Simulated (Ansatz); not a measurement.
Start from HgTe in the zinc blende structure (space group F-43m, No. 216; a = 6.573 Å).

Level of theory: r2SCAN (Ansatz, a program for electronic structure, PAW, no spin-orbit coupling).

Modification: every Hg is replaced by Cd; the structure is relaxed again.

Measured lattice parameter a: HgTe 6.46 Å (room temperature; as listed in R. J. Cava et al., Journal of Materials Chemistry C (2013)); CdTe 6.48 Å (room temperature; as listed in M J Lucero, T M Henderson, G E Scuseria, Journal of Physics Condensed Matter (2012)).

Q: How well does r2SCAN reproduce the measured shift?

A: With r2SCAN the lattice parameter a moves by -0.016 Å (6.573 → 6.557) against +0.020 Å measured, the wrong sign.

Stability against distortions was not tested. The final runs are not spin-polarised.
